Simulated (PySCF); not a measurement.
Methyl thiocyanate, C₂H₃NS.
Atom-mapped SMILES: `[CH3:1][S:2][C:3]#[N:4]` (hydrogens: H5, H6, H7 on C1)

The same species was optimised twice, with GFN2-xTB and with PBE0-D3(BJ)/def2-SVP (PySCF), and the same property calculations (PySCF, gas phase) were run on both structures.

| coordinate | GFN2-xTB | PBE0-D3(BJ)/def2-SVP | change |
| --- | --- | --- | --- |
| C3≡N4 (Å) | 1.146 | 1.163 | +0.017 |
| C1–H6 (Å) | 1.086 | 1.098 | +0.012 |
| C1–H5 (Å) | 1.086 | 1.097 | +0.011 |
| C1–H7 (Å) | 1.086 | 1.097 | +0.011 |
| C1–S2 (Å) | 1.828 | 1.816 | -0.012 |
| S2–C3 (Å) | 1.677 | 1.688 | +0.011 |
| C1–S2–C3 (°) | 97.4 | 100.0 | +2.6 |
| S2–C3–N4 (°) | 179.5 | 178.2 | -1.3 |
| S2–C1–H5 (°) | 109.5 | 110.8 | +1.3 |
| S2–C1–H7 (°) | 109.5 | 110.7 | +1.2 |
| S2–C1–H6 (°) | 106.1 | 105.1 | -1.0 |
| H6–C1–H7 (°) | 110.4 | 109.6 | -0.8 |
| H5–C1–H6 (°) | 110.4 | 109.6 | -0.8 |
| H5–C1–H7 (°) | 110.8 | 110.9 | +0.1 |

Rotational constants: A = 15219, B = 4304, C = 3428 MHz (GFN2-xTB) against A = 16079, B = 4097, C = 3336 MHz (PBE0-D3(BJ)/def2-SVP). Point groups within 0.08 Å: Cs and Cs.

On the GFN2-xTB structure: HOMO (eV) -7.74 [PBE0/pcSseg-1]; LUMO (eV) -0.70 [PBE0/pcSseg-1]; dipole (D) 4.08 [PBE0/pcSseg-1]; GIAO shielding of C1 (ppm) 163.8 [PBE0/pcSseg-1]; GIAO shielding of S2 (ppm) 581.0 [PBE0/pcSseg-1]; GIAO shielding of C3 (ppm) 69.7 [PBE0/pcSseg-1]; GIAO shielding of N4 (ppm) -64.3 [PBE0/pcSseg-1].

Q: What do these properties become on the PBE0-D3(BJ)/def2-SVP structure?

A: 
```csv
property,level,on GFN2-xTB,on PBE0-D3(BJ)/def2-SVP,change
HOMO (eV),PBE0/pcSseg-1,-7.74,-7.73,+0.01
LUMO (eV),PBE0/pcSseg-1,-0.70,-0.77,-0.07
dipole (D),PBE0/pcSseg-1,4.08,4.21,+0.13
"energy, GFN2-xTB geometry as zero (kcal/mol)",PBE0/pcSseg-1,0.0,-0.4,-0.4
GIAO shielding of C1 (ppm),PBE0/pcSseg-1,163.8,163.8,0.0
GIAO shielding of S2 (ppm),PBE0/pcSseg-1,581.0,564.6,-16.4
GIAO shielding of C3 (ppm),PBE0/pcSseg-1,69.7,67.1,-2.6
GIAO shielding of N4 (ppm),PBE0/pcSseg-1,-64.3,-74.5,-10.2
```

The heavy atoms differ by 0.043 Å rms after alignment. Among all bonds C3≡N4 changes most (+0.017 Å). Changes are differences of the printed values. Neither structure is proved a minimum here.
